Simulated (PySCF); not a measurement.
Delta-SCF ions had no search for a lower state. 

**H₂S, SMILES `S` (charge 0, multiplicity 1)**

Calculation: PBE0-D3(BJ)/def2-TZVP // PBE0-D3(BJ)/def2-SVP in PySCF.

```yaml
HOMO: -7.48 eV
dipole_moment: 1.16 D
HOMO–LUMO gap: 8.02 eV
LUMO: 0.54 eV
vertical ionisation energy (Delta-SCF): 10.33 eV
total_energy: -399.2618 Ha
cost: roughly 8 core-seconds
```

Bonded distances (Å): S1–H2 1.349, S1–H3 1.349. Bond angles (°): H2–S1–H3 92.1.
